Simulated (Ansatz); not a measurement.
Reaction (substitution at a C–O bond): `COC1OC1=O` + H–F → `O=C1OC1F` + CH₃OH

Program: Ansatz. Geometries: PBE0-D4/def2-TZVP. ΔE: electronic, gas phase. CBS: MP2 limit from def2 TZ/QZ plus the TZ coupled-cluster correction, frozen cores. This one scheme is used for every species. DFT in def2-TZVPP. B3LYP here is the variant with VWN-RPA as its local correlation; programs differ in this. HSE06 is defined as in plane-wave codes. One conformer a species, not always the lowest.

```csv
level,ΔE (kJ/mol)
ωB97X-V,30.5
B2PLYP,34.1
PBE-QIDH,36.7
B3LYP,28.0
r2SCAN0,32.3
HSE06,30.6
MP2/def2-QZVPP,45.7
MP2/CBS(def2),46.9
```

Problem. What does CCSD(T)/CBS give? (Best estimate.)

Solution. Computed: +41.2 kJ/mol. The listed levels differ from it by -10.7, -7.1, -4.5, -13.2, -8.9, -10.6, 4.5, 5.7 kJ/mol.

Largest T1 diagnostic among the species: 0.016.

The D4 term adds +6.2 kJ/mol with B3LYP and +3.6 kJ/mol with PBE0; it sums over pairs of atoms, weighted by their polarisabilities, and B3LYP, whose exchange is more repulsive, gets the larger term. At CCSD(T), def2-SVP lies −8.0 kJ/mol from the extrapolated value and def2-TZVPP −2.8 kJ/mol.

CCSD(T)/CBS has its own doubt, a few kJ/mol and more with outer-core shells, so smaller differences from it don't rank the levels.
